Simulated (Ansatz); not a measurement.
For rock-salt LiF, RPBE (PAW; Ansatz, a quantum-chemistry and plane-wave program) gives:

```
Item                                   Value
------------------------------  ------------
equilibrium lattice constant a       4.157 Å
bulk modulus                        58.4 GPa
cohesive energy                 4.10 eV/atom
```

Question: What does r²SCANh (plane waves, PAW; Ansatz) give for the same quantities?

Answer: 
- lattice constant a: 3.978 Å (falls by 4.3 %)
- bulk modulus: 79.1 GPa (goes up by 35 %)
- cohesive energy: 4.36 eV/atom (goes up by 0.26 eV/atom)

For comparison: lattice constant a 3.972 Å (measured, static lattice: zero-point anharmonic expansion removed, our sources range from 3.964 to 3.974; as tabulated in Mejia-Rodriguez and Trickey (2018), arXiv:1807.09216); bulk modulus 76.3 GPa (measured, 0 K value with the zero-point phonon effect removed; as tabulated in Mejia-Rodriguez and Trickey (2018), arXiv:1807.09216); cohesive energy 4.46 eV/atom (measured, static lattice: zero-point vibration energy added; as tabulated in Mejia-Rodriguez and Trickey (2018), arXiv:1807.09216).

Changes are worked out from the printed values.

Unless a cell is named, each level is at its own relaxed cell (RPBE 8.98, r²SCANh 7.87 Å³/atom).

Ansatz's density-functional and Hartree–Fock values are scalar-relativistic unless marked +SOC, with PAW data made under PBE.
